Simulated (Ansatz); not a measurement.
# BH2P: the cost of one run

The runs use Ansatz 0.2.0, Gaussian basis; def2-QZVPP, core rule «outside noble gas», up to 6 orbitals frozen.

To be run: UHF; ROHF; CCSD(T) on UHF.

2 further runs of the same task are left out: 2 set aside as unsound or not needed.

**1. What is computed**

The geometry is a PBE0/def2-TZVP stationary point (not a proven minimum) of the parent state, kept for this charge and spin.

4 atoms, charge 1, spin multiplicity 2.

Atoms are counted from 1 here; the program's logs count them from 0.

Bond lengths: B1–P2 1.735 Å, B1–H3 1.204 Å, B1–H4 1.204 Å. Angles: P2–B1–H3 120.2°, P2–B1–H4 120.2°, H3–B1–H4 119.5°.

**2. UHF**

in.yaml

```yaml
crystal:
  periodic: [false, false, false]
  atoms:
    - {symbol: B, position_ang: [0.000000, 0.000000, 1.199314]}
    - {symbol: P, position_ang: [0.000000, 0.000000, -0.536099]}
    - {symbol: H, position_ang: [0.000000, 1.039861, 1.805269]}
    - {symbol: H, position_ang: [0.000000, -1.039862, 1.805269]}
basis:
  gaussian: {orbitals: "def2-QZVPP.json"}
total_charge: 1
magnetization: {spin_polarized: true, initial_magnetization: 1}
hamiltonian: {xc: hf}
output: {orbitals: {seedname: orbitals}}
```

Command:

```sh
$ ansatz run in.yaml --threads 1 --pin off --events-out ev --progress --plain --max-ram 2393MiB
```

**Question.** How long does this run take on 1 thread of Intel Xeon Platinum 8488C, shared host, and how much memory does it need?

About 14 s, with a peak of 0.39 GiB.
